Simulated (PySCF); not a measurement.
# LiF: spin, charge, geometry and surroundings

How does LiF answer to another spin, charge, distance or environment?

Computed with PySCF 2.14.0. Level: method and basis as typed in the scripts.

2 further runs of the same task are left out: 2 that didn't finish.

**1. Where the work starts**

LiF: 2 atoms, charge 0, spin multiplicity 1.

Bond lengths: Li1–F2 1.855 Å.

**2. The run that the others are compared with**

Input file input.py:

```python
from pyscf import gto, scf, mp

mol = gto.M(
    atom='Li 0 0 0; F 0 0 1.855',
    basis='cc-pcvdz',
    charge=0,
    spin=0,
    verbose=4,
)
mf = scf.RHF(mol)
mf = mf.density_fit(auxbasis='def2-universal-jkfit')
mf.kernel()
mp.MP2(mf, frozen=1).kernel()
mf.dip_moment()
print('orbital energies (hartree):', mf.mo_energy[..., max(0, mol.nelec[1]-3):mol.nelec[0]+3].round(4))
```

Run with:

```sh
python input.py
```

The log of this run is left out.

It gives: E(SCF) = -106.929088 Eh, 8 cycles, E(MP2) − E(SCF) = -0.23990 Eh, μ = 7.60 D (of the SCF density).

The bond length is a typed value, not an optimised one.

**3. Bond 1.632 Å**

Variant 1 changes bond length: 1.855 Å → 1.632 Å.

Input file input.py:

```python
from pyscf import gto, scf, mp

mol = gto.M(
    atom='Li 0 0 0; F 0 0 1.632',
    basis='cc-pcvdz',
    charge=0,
    spin=0,
    verbose=4,
)
mf = scf.RHF(mol)
mf = mf.density_fit(auxbasis='def2-universal-jkfit')
mf.kernel()
mp.MP2(mf, frozen=1).kernel()
mf.dip_moment()
print('orbital energies (hartree):', mf.mo_energy[..., max(0, mol.nelec[1]-3):mol.nelec[0]+3].round(4))
```

Run with:

```sh
python input.py
```

**4. Bond 2.319 Å**

Variant 2 changes bond length: 1.855 Å → 2.319 Å.

Edit input.py of step 2 so:

```diff
@@ -3,3 +3,3 @@
 mol = gto.M(
-    atom='Li 0 0 0; F 0 0 1.855',
+    atom='Li 0 0 0; F 0 0 2.319',
     basis='cc-pcvdz',
```

**5. PCM, ε = 32.6**

Variant 3 changes solvent: none (gas phase) → PCM, ε = 32.6; step after the SCF: mp2 → analyze.

Input file input.py:

```python
from pyscf import gto, scf, solvent

mol = gto.M(
    atom='Li 0 0 0; F 0 0 1.855',
    basis='cc-pcvdz',
    charge=0,
    spin=0,
    verbose=4,
)
mf = scf.RHF(mol)
mf = mf.density_fit(auxbasis='def2-universal-jkfit')
mf = solvent.PCM(mf)
mf.with_solvent.eps = 32.6
mf.kernel()
mf.analyze()
print('orbital energies (hartree):', mf.mo_energy[..., max(0, mol.nelec[1]-3):mol.nelec[0]+3].round(4))
```

**6. Lengths in bohr**

Variant 4 changes length unit: angstrom → bohr; bond length: 1.855 Å → 1.855 bohr.

Edit input.py of step 2 so:

```diff
@@ -7,2 +7,3 @@
     spin=0,
+    unit='bohr',
     verbose=4,
```

**Question.** What will these runs give? Wanted: for each run, E(SCF); from base; gap; SCF dipole; after the SCF.

The runs gave:

```tsv
run	E(SCF) (hartree)	from base (eV)	cycles	gap (eV)	SCF dipole (D)	after the SCF
base	-106.929088	0	8	11.38	7.60	MP2 correlation -6.528 eV, core frozen
bond 1.632 Å	-106.945419	-0.4444	8	12.25	6.72	MP2 correlation -6.490 eV, core frozen
bond 2.319 Å	-106.879321	+1.3542	9	9.73	9.54	MP2 correlation -6.548 eV, core frozen
PCM, ε = 32.6	-106.969150	-1.0902	8	13.97	7.93	n/a
lengths in bohr (poor choice)	-106.573148	not comparable	8	13.96	4.13	MP2 correlation -6.443 eV, core frozen
```

The largest comparable shift of the SCF energy, +1.354 eV, comes with the run “bond 2.319 Å”. A continuum solvent with ε = 32.6 lowers the energy by 1.090 eV. With bond 2.319 Å the frontier gap moves by over 1.5 eV, which can mean another electronic state rather than the bond length alone. Rows marked «poor choice» come from settings spoiled on purpose.
